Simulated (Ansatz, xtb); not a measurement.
# Ranking isomers of H4OPSi−

4 gas-phase structures of H4OPSi−, found in a search over its isomers (lower ones may exist). Each was relaxed with GFN2-xTB; where two conformers were screened, the lower at r2SCAN-D4/def2-SVPD is listed:

A. `O[SiH2][PH-]`, a singlet
B. `[O-]P[SiH3]`, a singlet
C. `[SiH3]O[PH-]`, a singlet
D. a singlet given by its coordinates

D (Å):

```xyz
7

O    -0.1093   -1.8425   -1.9778
P    -0.4949    1.1362   -0.7644
Si   -1.0508   -1.1024   -1.0270
H    -2.4877   -0.9843   -1.4147
H    -1.1026   -1.4978    0.4093
H    -1.7596    1.5125   -0.3785
H    -0.7717    1.4446   -2.0712
```

Close contacts (Å): O1–Si3 1.53, P2–Si3 2.32, P2–H6 1.37, P2–H7 1.37, Si3–H4 1.49, Si3–H5 1.49.

Task: Which do you expect lowest at r2SCAN-D4/def2-SVPD, and how would the others follow?

Result: Calculated order at r2SCAN-D4/def2-SVPD: A (0.0), D (1.7), B (102.9), C (132.8) kJ/mol. Less than 1 kcal/mol parts A and D, so the order within that pair means little.

Energies above the lowest of each column, in kJ/mol; the last columns are at BLYP-D3(BJ)/def2-SVPD geometries and were run for some of them only (a dash: not run or not comparable):

```tsv
structure	GFN2-xTB	HF/STO-3G	r2SCAN-D4/def2-SVPD	BLYP-D3(BJ)/def2-SVPD	CCSD(T)/def2-SVPD + ΔMP2/def2-TZVPPD
A	93.4	0.0	0.0	0.0	0.0
D	0.0	70.9	1.7	6.4	19.7
B	75.1	167.9	102.9	96.8	124.9
C	71.6	99.8	132.8	–	–
```

CCSD(T)/def2-SVPD + ΔMP2/def2-TZVPPD puts A lowest of those it was run on; GFN2-xTB picks D. Flexible structures stand in one conformer each, not always the lowest. Frequencies (BLYP-D3(BJ)/def2-SVPD) were run for A, B, D alone. Large T1 diagnostics make some coupled-cluster values less sure. ΔMP2 is the change of the MP2 energy from the smaller to the larger basis.

Over these structures GFN2-xTB departs from r2SCAN-D4/def2-SVPD by 46.4 kJ/mol on average once a common shift is removed. A GFN2-xTB relaxation took about 0.062 s and the r2SCAN-D4/def2-SVPD energy about 1.6 s on a shared host (Ansatz 0.2.0, xtb 6.7.1).
